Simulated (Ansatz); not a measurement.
The first iterations of a band of ClH + FH3Si (7 atoms, charge 0, multiplicity 1).

Method: RKS B3LYP/def2-SVP (Ansatz).

| Item | Value |
| --- | --- |
| movable images | 7 |
| climbing image | yes |
| spring | 20.0 eV/Å² |
| optimiser | quadratic models (default) |
| start path | through a guess of the saddle point |
| force threshold | 0.05 eV/Å |
| iteration limit | 60 |
| end points | relaxed |

Initial state:

```xyz
7
Properties=species:S:1:pos:R:3
Si 0.315 0.000 -0.136
F 0.037 0.000 1.486
H 1.789 0.000 -0.326
H -0.292 1.227 -0.708
H -0.292 -1.227 -0.708
Cl -3.135 0.000 1.558
H -1.894 0.000 1.930
```

Final state:

```xyz
7
Properties=species:S:1:pos:R:3
Si -0.295 0.264 -0.395
F -0.301 -1.040 2.431
H 0.906 0.733 0.335
H -0.413 0.956 -1.704
H -0.306 -1.206 -0.582
Cl -2.005 0.807 0.715
H -1.058 -0.513 2.297
```

| iteration | highest image above the first end (eV) | largest band force component (eV/Å) |
| --- | --- | --- |
| 1 | 2.507 | 4.060 |
| 2 | 1.834 | 1.921 |

Question: Does the band converge within its limit, and where does its top end?

Answer: It converged. It ended after 8 iterations with the highest image 1.509 eV above the first end. Another band between the same ends (7 images) ends at a top of the same energy, where a vibrational analysis finds 1 clearly imaginary mode. The orbitals stay closed-shell, which can raise the energy where a bond breaks towards radicals; this wasn't checked here.

Run time: 100 s on 1 thread of Arm Neoverse V2, on a shared host, peak memory 0.13 GiB.
